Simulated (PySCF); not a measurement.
Simulated outer-valence photoelectron spectrum of `F[PH+](P)F`. Theory: EOM-IP-CCSD/aug-cc-pVDZ in PySCF, restricted Hartree–Fock reference, 12 core orbitals frozen, non-relativistic, gas phase, PBE0-D3(BJ)/def2-SVP geometry.

Each root has a Gaussian of 0.8 eV full width with its one-hole share as area; cross sections and vibrations are left out, and the highest printed point is 100.

```tsv
ionisation energy (eV)	intensity
15.9	0
16.0	1
16.1	2
16.2	4
16.3	7
16.4	13
16.5	23
16.6	36
16.7	52
16.8	68
16.9	82
17.0	91
17.1	93
17.2	86
17.3	74
17.4	58
17.5	42
17.6	27
17.7	17
17.8	9
17.9	5
18.0	2
18.1	1
18.2	1
18.3	2
18.4	5
18.5	10
18.6	17
18.7	29
18.8	43
18.9	60
19.0	76
19.1	89
19.2	98
19.3	100
19.4	98
19.5	94
19.6	92
19.7	93
19.8	96
19.9	99
20.0	99
20.1	94
20.2	83
20.3	68
20.4	51
20.5	35
20.6	22
20.7	13
20.8	7
20.9	3
21.0	2
21.1	1
21.2	0
```

Q: Where are the maxima, and how many lines lie under the curve?

A: 3 maxima, at 17.1, 19.3 and 20.0 eV, from 3 lines.

Q: List the lines with their holes.

A: 
| E (eV) | leading hole (HF orbital) | area | Koopmans (eV) |
| --- | --- | --- | --- |
| 17.07 | HOMO | 0.96 | 17.35 |
| 19.22 | HOMO-1 | 0.96 | 20.15 |
| 20.03 | HOMO-2 | 0.95 | 20.71 |

The widest gap, 2.15 eV, lies between 17.07 and 19.22 eV. Only orbitals with −ε under 21 eV, eight at most, were ionised, so the high end of the curve may lack lines.

On Arm Neoverse V2, one thread, no GPU, on a shared host, this took 85 s of wall time and 1.5 GiB of memory at its peak.

Conformer computed: `[F:1][PH+:2]([F:3])[PH2:4]`: H–P4–P2–F1 170°, H–P4–P2–F1 75°.

One conformer stands for the species.
